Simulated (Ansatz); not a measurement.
# CHClN radical: energies up the ladder

The task, for CHClN radical: energies up the ladder. Spin multiplicity 2.

Program: Ansatz 0.2.0. Level of theory: the levels named in each step. These are calculated values, not measurements.

## (1) The starting structure

Bond lengths: C1–N2 1.151 Å, N2–Cl3 2.049 Å, C1–H4 1.057 Å. Angles: C1–N2–Cl3 129.2°, N2–C1–H4 176.3°.

Structure file:

```xyz
4

C     1.5005   -1.0120    0.4376
N     0.3880   -0.7501    0.5742
Cl   -0.7335    0.6734   -0.3826
H     2.5258   -1.2034    0.2645
```

## (2) A rough first relaxation, PBE-D4/def2-SVP

The input, input.yaml:

```yaml
crystal:
  periodic: [false, false, false]
  atoms:
    - { symbol: C, position_ang: [1.5005, -1.012, 0.4376] }
    - { symbol: "N", position_ang: [0.38804, -0.75007, 0.57419] }
    - { symbol: Cl, position_ang: [-0.73345, 0.67339, -0.38262] }
    - { symbol: H, position_ang: [2.5258, -1.20341, 0.26452] }
magnetization:
  spin_polarized: true
  initial_magnetization: 1
basis:
  gaussian: { orbitals: def2-SVP }
hamiltonian:
  xc: pbe
  dispersion: d4
relax:
  f_tol: 0.03
  max_steps: 200
```

On the command line:

```sh
ansatz run input.yaml --threads 2 --pin off --max-ram 5120MiB --backend cpu --events-out ev --progress --plain --runs-dir out
```

After this run come: Relaxation, PBE0-D4/def2-TZVPP; Frequencies, PBE0-D4/def2-TZVPP; Single point, PBE-D4/def2-TZVPP; Single point, r2SCAN-D4/def2-TZVPP; Single point, B3LYP-D4/def2-TZVPP; Single point, wB97M-V/def2-TZVPP; Single point, B2PLYP/def2-TZVPP; Single point, LDA/def2-TZVPP; Single point, PBE0-D4/def2-SVP; Single point, PBE-D4/def2-SVP; Single point, CCSD(T)/def2-TZVPP; Single point, CCSD(T)/def2-QZVPP.

Q: Predict the outcome of this session. Wanted: C1–N2 at PBE0-D4/def2-TZVPP; frequencies at PBE0-D4/def2-TZVPP; energy at CCSD(T)/CBS.

As calculated:

```
                         quantity            value
      C1–N2 at PBE0-D4/def2-TZVPP          1.143 Å
frequencies at PBE0-D4/def2-TZVPP  21 to 3455 cm⁻¹
            energy at CCSD(T)/CBS    -15048.730 eV
```

In words: No mode is imaginary, so the geometry is a minimum. These totals serve in differences with atoms or fragments at the same level; alone they don't rank the methods.
